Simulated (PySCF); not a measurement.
**SiH3O (SMILES [O][SiH3]) at U-r2SCAN/STO-3G**

Aim: the energy change on altering one bond length of SiH3O at U-r2SCAN/STO-3G, from 2 runs. Input form: a Python script.

The results are computed with PySCF 2.14.0.

15 further runs of the same task are left out: 6 that didn't finish, 9 set aside as unsound or not needed.

## 1. The molecule

SiH3O: 5 atoms, total charge 0, spin state doublet. As SMILES, `[O][SiH3]`. The coordinates come from a GFN2-xTB relaxation.

Bond lengths: O1–Si2 1.530 Å, Si2–H3 1.490 Å, Si2–H4 1.494 Å, Si2–H5 1.496 Å. Angles: O1–Si2–H3 115.3°, O1–Si2–H4 114.5°, O1–Si2–H5 114.3°, H3–Si2–H4 104.6°, H3–Si2–H5 104.2°, H4–Si2–H5 102.6°.

## 2. The energy at U-r2SCAN/STO-3G

Input file job.py:

```python
from pyscf import gto, dft

mol = gto.M(
    atom='''
O   -1.416610   0.267850   0.690210
Si  -0.065850   0.007840   0.019870
H   -0.120650  -0.242400  -1.447490
H    0.685890  -1.159260   0.572930
H    0.917210   1.125960   0.164480
''',
    basis='sto-3g',
    max_memory=1860,
    spin=1,
    verbose=3,
)

mf = dft.UKS(mol, xc='r2scan')
mf.conv_tol = 1e-10
mf.grids.level = 5
mf.kernel()
if not mf.converged:
    mf = mf.newton().run(mf.mo_coeff, mf.mo_occ)

etot = mf.e_tot
print('Final energy', etot)
```

Launch:

```
$ OMP_NUM_THREADS=1 python job.py
```

The log of the run:

```text
WARN: HOMO -0.305095323331635 >= LUMO -0.305095323331634

converged SCF energy = -361.963787841964  <S^2> = 0.75356627  2S+1 = 2.0035631
Final energy -361.963787841964
```

Wall time 12 s (1 thread of Arm Neoverse V1, shared host); peak memory 0.21 GiB.

## 3. The distorted shape at the same level

Input file calc.py:

```python
from pyscf import gto, dft

mol = gto.Mole()
mol.atom = '''
O     -3.048552     0.083571     1.249653
Si    -0.495985    -0.407776    -0.017106
H     -0.599542    -0.880662    -2.790014
H      0.924598    -2.613276     1.028026
H      1.733276     2.127756     0.310822
'''
mol.max_memory = 1860
mol.spin = 1
mol.verbose = 3
mol.basis = 'sto-3g'
mol.unit = 'bohr'
mol.build()

mf = dft.UKS(mol)
mf.xc = 'r2scan'
mf.conv_tol = 1e-10
mf.grids.level = 5
mf.kernel()
if not mf.converged:
    mf = mf.newton().run(mf.mo_coeff, mf.mo_occ)

etot = mf.e_tot
print('E = %.10f Eh' % etot)
```

Launch:

```
$ OMP_NUM_THREADS=1 python calc.py
```

The log of the run:

```text
converged SCF energy = -361.931754187782  <S^2> = 0.75423305  2S+1 = 2.0042286
E = -361.9317541878 Eh
```

Run time: 11 s. Hardware: 1 thread of Arm Neoverse V1, shared host; peak memory 0.21 GiB.

## 4. Results

Level: U-r2SCAN/STO-3G.

| quantity | value |
| --- | --- |
| first shape: total energy | -361.96379 Eh |
| first shape: dipole moment | 0.60 D |
| first shape: HOMO energy (highest over α and β) | -3.15 eV |
| first shape: LUMO energy (lowest over α and β) | -1.51 eV |
| first shape: ⟨S²⟩ | 0.754 |
| distorted shape: total energy | -361.93175 Eh |
| distorted shape: dipole moment | 0.80 D |
| distorted shape: HOMO energy (highest over α and β) | -3.22 eV |
| distorted shape: LUMO energy (lowest over α and β) | -1.78 eV |
| distorted shape: ⟨S²⟩ | 0.754 |
| energy change with the Si2–H5 bond stretched from 1.496 to 1.795 Å | 0.872 eV |

**Reading.** With the Si2–H5 bond stretched from 1.496 to 1.795 Å the energy rises by 0.87 eV (84.1 kJ/mol). The first shape isn't relaxed at this level, so the change isn't measured from a minimum. The minimal basis adds a large error of its own. Mulliken charges (first shape) run from -0.29 on O1 to +0.67 on Si2; they depend strongly on the basis.
